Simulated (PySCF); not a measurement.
Compound: 2,3-butanedione, C₄H₆O₂.
Structure used (PBE0-D3(BJ)/def2-SVP), in Å, numbered top down from 1:
```
atom  x, y, z in Å
C1     1.941    0.084    0.275
C2     0.622    0.158   -0.429
O3     0.483    0.431   -1.596
C4    -0.622   -0.158    0.430
C5    -1.941   -0.084   -0.275
O6    -0.484   -0.432    1.597
H7     1.906    0.637    1.224
H8     2.734    0.465   -0.380
H9     2.151   -0.965    0.541
H10   -2.151    0.965   -0.542
H11   -1.905   -0.637   -1.224
H12   -2.734   -0.465    0.379
```

Jobs on this species (12 atoms, 46 electrons) with PySCF (density fitting). Hardware of each: Arm Neoverse V1, one thread, no GPU, on a shared host. The host was shared with other jobs, so the times are rough. Peak memory is the resident size of the whole Python process, interpreter and libraries included.

Question: Rank these jobs by wall time, shortest first.
A. PBE0/6-31G*; 10 singlets by full TDDFT, 4 Tamm–Dancoff triplets, polarisability; 96 basis functions
B. wB97X-D/def2-SVPD; 10 singlets by full TDDFT, 4 Tamm–Dancoff triplets, polarisability, ΔSCF ions; 174 basis functions
C. PBE0/def2-TZVP; 10 singlets by full TDDFT, 4 Tamm–Dancoff triplets, polarisability; 222 basis functions

Answer: A (8.2 s), C (27 s), B (56 s).

All jobs:

| level and settings | work | basis functions | SCF cycles | wall time | peak memory |
| --- | --- | --- | --- | --- | --- |
| PBE0/6-31G* | 10 singlets by full TDDFT, 4 Tamm–Dancoff triplets, polarisability | 96 | 13 | 8.2 s | 0.52 GiB |
| PBE0/def2-SVP | 10 singlets by full TDDFT, 4 Tamm–Dancoff triplets, polarisability | 114 | 13 | 10 s | 0.54 GiB |
| PBE0-D3(BJ)/def2-SVP, grid level 1 | geometry optimisation from an MMFF94s start | 114 | 42 | 25 s | 0.46 GiB |
| PBE0/def2-TZVP | 10 singlets by full TDDFT, 4 Tamm–Dancoff triplets, polarisability | 222 | 13 | 27 s | 0.82 GiB |
| wB97X-D/def2-SVPD | 10 singlets by full TDDFT, 4 Tamm–Dancoff triplets, polarisability, ΔSCF ions | 174 | 13 | 56 s | 0.80 GiB |
| CAM-B3LYP/def2-SVPD | 10 singlets by full TDDFT, 4 Tamm–Dancoff triplets, polarisability, ΔSCF ions | 174 | 13 | 56 s | 0.80 GiB |
| LC-wPBE/def2-SVPD | 10 singlets by full TDDFT, 4 Tamm–Dancoff triplets, polarisability, ΔSCF ions | 174 | 13 | 73 s | 0.73 GiB |

What do all jobs in the table cost together?

About 4.3 min; the longest takes about 29 % of that, and about 8.9 times as long as the shortest.
